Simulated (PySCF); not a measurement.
C5H7 (doublet state).
Atom-mapped SMILES: `[CH:1]#[C:2][CH:3][CH2:4][CH3:5]` (hydrogens: H6 on C1; H7 on C3; H8, H9 on C4; H10, H11, H12 on C5)

Structure used (GFN2-xTB), in Å, numbered top down from 1:
```
atom  x, y, z in Å
C1     2.9336    0.0000    0.3974
C2     1.7940    0.3215    0.1125
C3     0.5187    0.6589   -0.2120
C4    -0.5464   -0.3495   -0.4597
C5    -1.7354   -0.1534    0.4873
H6     3.9164   -0.2634    0.6492
H7     0.2544    1.7040   -0.2751
H8    -0.1385   -1.3552   -0.3417
H9    -0.9090   -0.2485   -1.4904
H10   -1.4192   -0.2774    1.5206
H11   -2.5138   -0.8820    0.2726
H12   -2.1538    0.8443    0.3722
```

The hyperfine couplings belong to this conformer and change with its torsions.

Level of theory: PySCF, UKS B3LYP, pcH-1 on C H, non-relativistic, mean-field spin-orbit, GIAO. Isolated species at its GFN2-xTB geometry (one conformer only). The geometry wasn't refined by DFT: couplings that depend on bond lengths, twists or pyramidal angles can differ widely from those at the functional's own minimum. The SCF solution wasn't tested for stability.

(1) Predict the first-order ENDOR lines of H7, H6, H8/H9 and H10/H11/H12 under fast tumbling at B = 342.9 mT (X band).

(2) Which pairs are centred on the nuclear Larmor frequency, and which on half the coupling?

Results:

(1) ν± = |νn ± a/2|, one line for each electron-spin manifold; νn = |g_N| × 7.62259 MHz/T × B.

```
     nuclei  isotope     g_N  νn (MHz)  a_iso (MHz)  lower line (MHz)  upper line (MHz)
         H7       1H  5.5857     14.60       -51.53             11.17             40.37
         H6       1H  5.5857     14.60       -42.07              6.43             35.63
      H8/H9       1H  5.5857     14.60        41.39              6.09             35.29
H10/H11/H12       1H  5.5857     14.60         1.27             13.97             15.23
```

(2) Centred on νn, since |a| < 2νn: H10/H11/H12. Centred on |a|/2 and split by 2νn: H7, H6 and H8/H9.

Nuclei that the bonding pattern makes equivalent are averaged, as if the motion that swaps them (rotation, inversion, ring flip) were fast. The three 1H nuclei of mean +1.3 MHz run from -2.7 to 8.1 MHz in the frozen geometry. The 1H value of +41.4 MHz is a mean of couplings from 2.6 to 80.2 MHz in this one geometry, not an average over conformers.
